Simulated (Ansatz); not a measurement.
# ClH3MgSi: single points off equilibrium

The atoms stand at a structure displaced at random from a GFN2-xTB minimum. How far do the functionals agree with CCSD(T) there?

Program: Ansatz 0.2.0, Gaussian basis. Level of theory: single points in def2-TZVPP. These are calculated values, not measurements.

Cores are frozen in the correlated methods. The outer core shell of Li, Na, Mg and K is correlated.

## 1. Where the work starts

6 atoms, charge 0, spin multiplicity 1.

Atoms are counted from 1 here; the program's logs count them from 0.

Bond lengths: Si1–Mg2 2.635 Å, Si1–H4 1.681 Å, Si1–H5 1.637 Å, Si1–H6 1.678 Å, Mg2–Cl3 2.253 Å. Angles: Mg2–Si1–H4 108.9°, Mg2–Si1–H5 117.0°, Mg2–Si1–H6 114.7°, H4–Si1–H5 101.0°, H4–Si1–H6 105.0°, H5–Si1–H6 108.8°, Si1–Mg2–Cl3 176.0°.

Coordinates:

```xyz
6
ClH3MgSi
Si   -0.7958    0.4241   -0.3285
Mg    1.2846   -0.8528    0.6640
Cl    3.0621   -1.8411    1.6328
H    -0.7594    0.3036   -2.0052
H    -2.2739   -0.1998   -0.0033
H    -0.8221    2.0725   -0.0132
```

## 2. CCSD(T)/def2-TZVPP

Input file run/in.yaml:

```yaml
crystal:
  periodic: [false, false, false]
  atoms:
    - {symbol: Si, position_ang: [-0.795800, 0.424100, -0.328500]}
    - {symbol: Mg, position_ang: [1.284600, -0.852800, 0.664000]}
    - {symbol: Cl, position_ang: [3.062100, -1.841100, 1.632800]}
    - {symbol: H, position_ang: [-0.759400, 0.303600, -2.005200]}
    - {symbol: H, position_ang: [-2.273900, -0.199800, -0.003300]}
    - {symbol: H, position_ang: [-0.822100, 2.072500, -0.013200]}
basis:
  gaussian: {orbitals: def2-TZVPP}
correlation: {method: ccsd_t}
output: {forces: true}
```

No record of the launch command was kept for these runs.

## 3. PBE0-D4/def2-TZVPP

run/in.yaml, as its differences from that of step 2:

```diff
@@ -11,3 +11,3 @@
   gaussian: {orbitals: def2-TZVPP}
-correlation: {method: ccsd_t}
-output: {forces: true}
+hamiltonian: {xc: pbe0, dispersion: d4}
+output: {forces: true, orbitals: {seedname: orbitals}}
```

## 4. wB97M-V/def2-TZVPP

run/in.yaml, as its differences from that of step 3:

```diff
@@ -11,3 +11,3 @@
   gaussian: {orbitals: def2-TZVPP}
-hamiltonian: {xc: pbe0, dispersion: d4}
-output: {forces: true, orbitals: {seedname: orbitals}}
+hamiltonian: {xc: {name: wB97M-V}}
+output: {forces: true}
```

## 5. r2SCAN-D4/def2-TZVPP

run/in.yaml, as its differences from that of step 4:

```diff
@@ -11,3 +11,3 @@
   gaussian: {orbitals: def2-TZVPP}
-hamiltonian: {xc: {name: wB97M-V}}
+hamiltonian: {xc: r2scan, dispersion: d4}
 output: {forces: true}
```

## 6. PBE-D4/def2-TZVPP

run/in.yaml, as its differences from that of step 5:

```diff
@@ -11,3 +11,3 @@
   gaussian: {orbitals: def2-TZVPP}
-hamiltonian: {xc: r2scan, dispersion: d4}
+hamiltonian: {xc: pbe, dispersion: d4}
 output: {forces: true}
```

## 7. CAM-B3LYP-D4/def2-TZVPP

run/in.yaml, as its differences from that of step 6:

```diff
@@ -11,3 +11,3 @@
   gaussian: {orbitals: def2-TZVPP}
-hamiltonian: {xc: pbe, dispersion: d4}
+hamiltonian: {xc: {name: CAM-B3LYP}, dispersion: d4}
 output: {forces: true}
```

## 8. revPBE-D4/def2-TZVPP

run/in.yaml, as its differences from that of step 7:

```diff
@@ -11,3 +11,3 @@
   gaussian: {orbitals: def2-TZVPP}
-hamiltonian: {xc: {name: CAM-B3LYP}, dispersion: d4}
+hamiltonian: {xc: {name: revPBE}, dispersion: d4}
 output: {forces: true}
```

(Steps that only read results are left out.)

Before running it: what results should come out? Wanted: energy less free atoms, CCSD(T)/def2-TZVPP; RMS force component; RMS force error; HOMO and LUMO, PBE0-D4; T1 diagnostic.

**Answer**, as computed:

| quantity | value |
| --- | --- |
| energy less free atoms, CCSD(T)/def2-TZVPP | -14.665 eV |
| RMS force component | 0.850 to 1.056 eV/Å over the methods |
| RMS force error | PBE0-D4 0.035, wB97M-V 0.043, r2SCAN-D4 0.039, PBE-D4 0.130, CAM-B3LYP-D4 0.038, revPBE-D4 0.173 eV/Å |
| HOMO and LUMO, PBE0-D4 | -7.64 and -1.73 eV |
| T1 diagnostic | 0.010 |

In words: Against CCSD(T) the functionals' energies less atoms differ by -0.664 to -0.205 eV, PBE-D4 by -0.380 eV. CCSD(T) in triple zeta still lacks some correlation energy of the bonds, so part of these gaps is its own basis error and they don't rank the functionals. The forces of PBE0-D4 come nearest to CCSD(T), those of revPBE-D4 are farthest. Frozen-core CCSD(T) forces in triple zeta carry basis errors of their own, and this is one geometry, so small gaps rank nothing.
